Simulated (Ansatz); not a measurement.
**B₃ (doublet): wave-function methods side by side, def2-QZVPP**

An exercise on one series of results from a longer session: the logs are not shown, and one member is left open.

Computed with Ansatz 0.2.0, Gaussian basis. Level: def2-QZVPP, core rule «outside noble gas», up to 3 orbitals frozen.

Plan: UHF; ROHF; CCSD(T) on UHF.

**What is computed**

The geometry is a PBE0/def2-TZVP stationary point (not a proven minimum) of the parent state, kept for this charge and spin.

3 atoms, charge 0, spin multiplicity 2.

Atoms are counted from 1 here; the program's logs count them from 0.

Bond lengths: B1–B2 1.522 Å, B2–B3 1.522 Å. Angles: B1–B2–B3 180.0°.

Geometry (Å):

```tsv
atom	x (Å)	y (Å)	z (Å)
B1	0.0000	0.0000	1.5215
B2	0.0000	0.0000	0.0000
B3	0.0000	0.0000	-1.5215
```

Set-up of the first run:

File in.yaml:

```yaml
crystal:
  periodic: [false, false, false]
  atoms:
    - {symbol: B, position_ang: [0.000000, 0.000000, 1.521500]}
    - {symbol: B, position_ang: [0.000000, 0.000000, 0.000000]}
    - {symbol: B, position_ang: [0.000000, 0.000000, -1.521500]}
basis:
  gaussian: {orbitals: "def2-QZVPP.json"}
magnetization: {spin_polarized: true, initial_magnetization: 1}
hamiltonian: {xc: hf}
output: {orbitals: {seedname: orbitals}}
```

The run is started by

```console
ansatz run in.yaml --threads 1 --pin off --events-out ev --progress --plain --max-ram 2393MiB
```

Among the steps run: UHF; ROHF; CCSD(T) on UHF.

One of the session's tables, all rows but one given; the rest of the session is left out.

```
  method  from UCCSD(T) (meV)
    ROHF              +8771.7
     UHF                    ?
    UMP2              +1415.1
   UCCSD               +410.3
UCCSD(T)                    0
```

Q: Estimate the row for UHF from the others.

The run gave: from UCCSD(T) (meV): +6175.3. In the column «from UCCSD(T) (meV)» it lies between UMP2 (+1415.1) and ROHF (+8771.7).

Caveats from the session: The determinant is far from a pure spin state, so its energy mixes those of several spin states (harmless only where they are near-degenerate, as at dissociation).
